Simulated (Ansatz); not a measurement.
## Atomization energy of ClF$_{3}$, singlet, from cheap to dear

Geometry (MP2(full)/6-31G*, from the G2/97 set):

```yaml
atoms:
  - { symbol: Cl, position_ang: [0.0000, 0.0000, 0.3786] }
  - { symbol: F, position_ang: [0.0000, 0.0000, -1.2566] }
  - { symbol: F, position_ang: [0.0000, 1.7145, 0.2751] }
  - { symbol: F, position_ang: [0.0000, -1.7145, 0.2751] }
```

Measured, as an electronic atomization energy: 524.6 kJ/mol (G2/97 heats of formation of molecule and atoms, with zero-point and thermal terms from B3LYP taken off; Curtiss et al., J. Chem. Phys. 106, 1063 (1997), Staroverov et al., J. Chem. Phys. 119, 12129 (2003)). The measured value holds scalar relativity and spin–orbit coupling, which all computed ones lack, and core correlation, which the wave-function levels lack. Atoms are taken at the same level; beside RHF, RMP2 and RCC rows they are unrestricted. Truncated CI is not size-consistent. The atoms' steps beyond CCSDT(Q) are taken from restricted open-shell runs, which share full CI's core. Ansatz 0.2.0; the 6-31G* set has Cartesian d functions; a miss is computed less measured; times are wall times on shared hosts and scatter by a factor of two or so.

```tsv
level	basis	miss (kJ/mol)	time of the run	hardware
RHF	STO-3G	-1283.6	–	–
UHF	STO-3G	-1159.8	–	–
RCCSD(T)	STO-3G	-851.1*	0.36 s	1 CPU thread
RCCSDT(Q)	STO-3G	-839.1*	1.4 s	1 CPU thread
RCCSDTQ	STO-3G	-839.3*	34 s	1 CPU thread
PBE	STO-3G	-273.7	0.64 s	1 CPU thread
r2SCAN	STO-3G	-420.9	1.9 s	1 CPU thread
B3LYP	STO-3G	-469.7	0.94 s	1 CPU thread
B2PLYP	STO-3G	-703.1	5.5 s	1 CPU thread
UHF	6-31G	-1026.4	–	–
RMP2	6-31G	-489.4	–	–
RCCSD(T)	6-31G	-531.9	0.71 s	1 CPU thread
RCCSDT(Q)	6-31G	-524.6	18 s	1 CPU thread
PBE	6-31G	-183.2	1.1 s	1 CPU thread
B3LYP	6-31G	-349.6	1.4 s	1 CPU thread
wB97M-V	6-31G	-363.1	6.5 s	1 CPU thread
B2PLYP	6-31G	-420.8	2.2 s	1 CPU thread
RHF	6-31G*	-690.0	1 s	1 CPU thread
RMP2	6-31G*	-78.8	–	–
RCCSD(T)	6-31G*	-144.5	2 s	1 CPU thread
RCCSDT(Q)	6-31G*	-137.5	11 s	H100 + 2 CPU threads
PBE	6-31G*	115.9	0.76 s	1 CPU thread
r2SCAN	6-31G*	7.2	1.6 s	1 CPU thread
B3LYP	6-31G*	-46.2	1.1 s	1 CPU thread
wB97M-V	6-31G*	-35.7	3.9 s	1 CPU thread
B2PLYP	6-31G*	-82.7	2 s	1 CPU thread
RMP2	cc-pV(D+d)Z	-160.1	–	–
RCCSD(T)	cc-pV(D+d)Z	-223.6	2.4 s	1 CPU thread
RCCSDT(Q)	cc-pV(D+d)Z	-215.7	19 s	H100 + 2 CPU threads
PBE	cc-pV(D+d)Z	107.3	0.73 s	1 CPU thread
B3LYP	cc-pV(D+d)Z	-57.2	1.1 s	1 CPU thread
RMP2	cc-pV(T+d)Z	14.7	–	–
r2SCAN	cc-pV(T+d)Z	59.1	3.3 s (with forces)	1 CPU thread
B3LYP	cc-pV(T+d)Z	4.6	1.8 s	1 CPU thread
wB97M-V	cc-pV(T+d)Z	15.1	7.5 s (with forces)	1 CPU thread
RHF	cc-pV(Q+d)Z	-622.2	–	–
RMP2	cc-pV(Q+d)Z	65.2	–	–
RCCSD(T)	cc-pV(Q+d)Z	-24.1	12 s	H100 + 2 CPU threads
r2SCAN	cc-pV(Q+d)Z	68.6	12 s	H100 + 2 CPU threads
wB97M-V	cc-pV(Q+d)Z	24.1	16 s	H100 + 2 CPU threads
```

HF's time is that of a plain UHF run. A dash: the level came out of a higher level's run.

An asterisk marks runs whose energy the program itself flagged as in doubt.

A composite of the best parts (restricted reference, at this geometry, which isn't the minimum of the high levels):

```tsv
part	kJ/mol
Hartree–Fock limit (T, Q; exp(−5.46 √X))	-93.41
CCSD(T) correlation limit (T, Q; X⁻³)	622.66
CCSDT − CCSD(T) (DZ)	1.22
(Q) (DZ)	6.66
sum	537.1
sum less measured	12.6
```
